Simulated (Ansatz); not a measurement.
# Si3 (triplet): the correlation ladder, cc-pVTZ

The task here is to estimate one member of a computed series from the others.

Computed with Ansatz 0.2.0, Gaussian basis. Level: cc-pVTZ, core rule «outside noble gas», up to 15 orbitals frozen.

To be run: UHF; CCSD(T) on ROHF; CCSD(T) on UHF; BCCD(T) on ROHF; CCSDT(Q) on ROHF; CCSDT(Q) on UHF; CASSCF and NEVPT2, 12 electrons in 12 orbitals.

4 further runs of the same task are left out: 4 set aside as unsound or not needed.

**What is computed**

The geometry is a PBE0/def2-TZVP stationary point (not a proven minimum) of the parent state, kept for this charge and spin.

3 atoms, charge 0, spin multiplicity 3.

Atoms are counted from 1 here; the program's logs count them from 0.

Bond lengths: Si1–Si2 2.170 Å, Si2–Si3 2.170 Å. Angles: Si1–Si2–Si3 78.5°.

The first run:

in.yaml reads:

```yaml
crystal:
  periodic: [false, false, false]
  atoms:
    - {symbol: Si, position_ang: [0.000000, -0.560103, 1.373751]}
    - {symbol: Si, position_ang: [0.000000, 1.120206, 0.000000]}
    - {symbol: Si, position_ang: [0.000000, -0.560103, -1.373751]}
basis:
  gaussian: {orbitals: cc-pVTZ}
magnetization: {spin_polarized: true, initial_magnetization: 2}
hamiltonian: {xc: hf}
output: {orbitals: {seedname: orbitals}}
```

Command:

```sh
$ ansatz run in.yaml --threads 1 --pin off --events-out ev --progress --plain --max-ram 3968MiB --backend cpu
```

Steps of the session up to this table: UHF; CCSD(T) on ROHF; CCSD(T) on UHF; BCCD(T) on ROHF; CCSDT(Q) on ROHF; CCSDT(Q) on UHF; CASSCF and NEVPT2, 12 electrons in 12 orbitals.

One of the session's tables, all rows but one given; the rest of the session is left out.

It belongs to the step «Misses and costs». 

| method | from RCCSDT(Q) (kcal/mol) |
| --- | --- |
| ROHF | +226.49 |
| UHF | +219.36 |
| RMP2 | +32.96 |
| UMP2 | +35.70 |
| RCCSD | +20.81 |
| UCCSD | +20.52 |
| RCCSD(T) | +2.77 |
| UCCSD(T) | +2.87 |
| BCCD(T) | +2.67 |
| RCCSDT | +2.21 |
| UCCSDT | +2.14 |
| RCCSDT(Q) | 0 |
| UCCSDT(Q) | ? |
| CASSCF valence | +149.74 |
| NEVPT2 valence | +32.35 |

**Question.** Estimate the row for UCCSDT(Q).

**Answer.** from RCCSDT(Q) (kcal/mol): -0.13. In the column «from RCCSDT(Q) (kcal/mol)» it is the lowest.

Caveats from the session: Warnings: spin contamination; coupled cluster took another determinant than the lowest. Restricted and unrestricted rows rest on different reference determinants; where their highest levels disagree by more than a few hundredths of an eV, they describe different states and don't form one ladder.
